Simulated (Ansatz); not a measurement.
Complex (SMILES): F (HF) with F (HF), atoms 1 to 2 the first; geometry from A24 set, monomers rigid:
```xyz
4

H      0.0000     0.8027     1.6953
F      0.0000    -0.0460     1.3403
H      0.0000    -0.1204    -0.4908
F      0.0000     0.0098    -1.4042
```

Basis-set convergence of the uncorrected interaction energy at PBE0 with Ansatz (a first-principles code). Cartesian d functions, on some or all atoms, in 6-31G*, 6-31+G*; all else is spherical. The program fits the integrals of some runs and decomposes those of others, by size. No added dispersion term, no relativity. Functions are those of the species that has most. Reference: the counterpoise-corrected one, the value in aug-cc-pV5Z, -4.66 kcal/mol. Deviations are taken from unrounded values.

```tsv
basis	functions	uncorrected interaction energy (kcal/mol)
6-31G*	34	-7.86
6-31+G*	42	-5.56
cc-pVDZ	38	-7.91
aug-cc-pVDZ	64	-4.77
def2-SVP	38	-7.83
def2-SVPD	62	-5.12
pcseg-1	38	-6.71
aug-pcseg-1	64	-5.32
6-311G**	48	-7.00
6-311+G**	56	-5.19
def2-TZVP	74	-5.32
def2-TZVPD	98	-4.61
cc-pVTZ	88	-5.89
aug-cc-pVTZ	138	-4.67
pcseg-2	88	-4.91
aug-pcseg-2	138	-4.74
def2-TZVPP	90	-5.16
def2-TZVPPD	114	-4.63
cc-pVQZ	170	-5.20
aug-cc-pVQZ	252	-4.69
def2-QZVPP	174	-4.85
def2-QZVPPD	198	-4.66
pcseg-3	186	-4.68
aug-pcseg-3	268	-4.67
cc-pV5Z	292	-4.80
aug-cc-pV5Z	414	-4.67
```

What the diffuse functions change, pair by pair:
- 6-31G* to 6-31+G*: 8 more functions, deviation -3.21 to -0.90 kcal/mol
- cc-pVDZ to aug-cc-pVDZ: 26 more functions, deviation -3.25 to -0.11 kcal/mol
- def2-SVP to def2-SVPD: 24 more functions, deviation -3.17 to -0.47 kcal/mol
- pcseg-1 to aug-pcseg-1: 26 more functions, deviation -2.05 to -0.67 kcal/mol
- 6-311G** to 6-311+G**: 8 more functions, deviation -2.34 to -0.53 kcal/mol
- def2-TZVP to def2-TZVPD: 24 more functions, deviation -0.66 to 0.05 kcal/mol
- cc-pVTZ to aug-cc-pVTZ: 50 more functions, deviation -1.23 to -0.01 kcal/mol
- pcseg-2 to aug-pcseg-2: 50 more functions, deviation -0.25 to -0.08 kcal/mol
- def2-TZVPP to def2-TZVPPD: 24 more functions, deviation -0.50 to 0.03 kcal/mol
- cc-pVQZ to aug-cc-pVQZ: 82 more functions, deviation -0.54 to -0.03 kcal/mol
- def2-QZVPP to def2-QZVPPD: 24 more functions, deviation -0.19 to 0.00 kcal/mol
- pcseg-3 to aug-pcseg-3: 82 more functions, deviation -0.02 to -0.01 kcal/mol
- cc-pV5Z to aug-cc-pV5Z: 122 more functions, deviation -0.14 to -0.01 kcal/mol

Leaving out the reference's own pair, they bring the value nearer the reference by more than 0.01 kcal/mol in 12 of 12 pairs.
